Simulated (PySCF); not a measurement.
**H5NSi: core ionisation energies**

Silanamine, H5NSi.
SMILES with atom numbers: `[NH2:1][SiH3:2]`

Level of theory: PySCF 2.14.0, delta-SCF UKS SCAN, pcX-2 on the ionised atom, pcseg-1 elsewhere, spin-free X2C. Vertical ΔSCF values, vacuum level as zero.

Problem. Give the core binding energies atom by atom.

Solution. 
```
atom(s)   bonded to     level  binding energy (eV)  2p1/2 (eV)  count
     N1  2 H and Si      N 1s               404.87           –      1
    Si2   N and 3 H  Si 2p3/2               107.09      107.71      1
    Si2   N and 3 H     Si 1s              1846.93           –      1
```

Problem. Give the binding energy of N 1s of N1 in hartree and in kJ/mol.

Solution. 404.87 eV = 14.8787 Eh = 39064 kJ/mol.

Problem. Which effective nuclear charge Zeff reproduces each element's mean 1s value in the hydrogen-like formula E = 13.606 eV × Zeff²?

Solution. N (Z = 7): mean 404.9 eV, Zeff = 5.46, Z − Zeff = 1.54; Si (Z = 14): mean 1846.9 eV, Zeff = 11.65, Z − Zeff = 2.35. Means run over the listed sites, weighted by atom count.

2p3/2 and 2p1/2 are the ΔSCF energy of one spin-free 2p hole plus the eigenvalues of a spin–orbit and ligand-field matrix of the shell. 2p1/2 minus 2p3/2 (ligand field included): Si 0.62 eV. Geometry: PBE0-D3(BJ)/def2-SVP; no solvent, vibrations or thermal averaging.
